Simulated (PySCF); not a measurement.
**Where the electron goes**

Species: C₅H₁₂O.
Z-matrix (Å and degrees, GFN2-xTB geometry), rows numbered from 1:
```
C 
C   1  1.5226
C   2  1.5240  1  111.56
O   3  1.4072  2  108.95  1   179.88
C   4  1.4083  3  113.19  2  -179.90
C   5  1.5197  4  109.04  3  -179.73
H   1  1.0878  2  110.59  3   -60.20
H   1  1.0868  2  110.36  3   179.79
H   1  1.0879  2  110.62  3    59.77
H   2  1.0908  1  110.25  3  -120.60
H   2  1.0909  1  110.25  3   120.58
H   3  1.1031  2  110.15  1    59.09
H   3  1.1032  2  110.19  1   -59.33
H   5  1.1027  4  109.81  3   -58.81
H   5  1.1027  4  109.77  3    59.36
H   6  1.0860  5  109.89  4   -59.54
H   6  1.0863  5  109.89  4  -179.84
H   6  1.0861  5  109.92  4    59.85
```

Computed with TDDFT CAM-B3LYP/def2-SVPD, vertical, gas phase, core orbitals frozen in the response in PySCF.

Kohn–Sham orbitals with the atoms that hold most of them (Löwdin shares over 4%, at most four atoms; ? is withheld):

```tsv
orbital	ε (eV)	atoms
LUMO+2	2.15	C6 12%, O4 10%, H12 7%, H13 7%
LUMO+1	1.70	C1 17%, C6 16%, C5 9%, H17 8%
LUMO	1.44	?
HOMO	-8.81	O4 59%, C5 10%, C3 10%, H15 5%
HOMO-1	-10.38	?
HOMO-2	-10.79	C2 25%, C1 12%, H11 10%, H10 10%
HOMO-3	-10.98	C3 15%, C6 15%, C5 14%, C2 13%
```

Question: Give the leading atoms of the LUMO.

Answer: C1 (bonded to C and 3 H) 13%; C3 (bonded to C, O and 2 H) 12%; C5 (bonded to C, O and 2 H) 12%; C6 (bonded to C and 3 H) 8%.

Question: Which atoms hold the HOMO-1, and with what shares?

Answer: O4 (bonded to 2 C) 43%; C3 (bonded to C, O and 2 H) 15%; C2 (bonded to 2 C and 2 H) 10%; C5 (bonded to C, O and 2 H) 10%. By element: oxygen 43%, carbon 35% or more.

Question: How does S1 compare with the orbital gap of 10.25 eV?

Answer: S1 is at 7.17 eV (f = 0.025), 3.08 eV below the gap, made of HOMO→LUMO (77%), HOMO→LUMO+1 (9%). Without the coupling terms of the response equations the lowest excitation would equal the gap.

Question: One configuration dominates each of S1, S2 and S6. Which, and how do the shares of the two leading atoms of either orbital change from the occupied to the empty one?

Answer: 
- S1 (7.17 eV, f 0.025), HOMO→LUMO (77%): O4 59% → at most 8%, C5 10% → 12%, C1 at most 5% → 13%, C3 10% → 12%
- S2 (7.97 eV, f 0.0009), HOMO→LUMO+1 (79%): O4 59% → at most 9%, C5 10% → 9%, C1 at most 5% → 17%, C6 at most 5% → 16%
- S6 (8.93 eV, f 0.019), HOMO-1→LUMO (82%): O4 43% → at most 8%, C3 15% → 12%, C1 at most 10% → 13%

One conformer stands for the species.
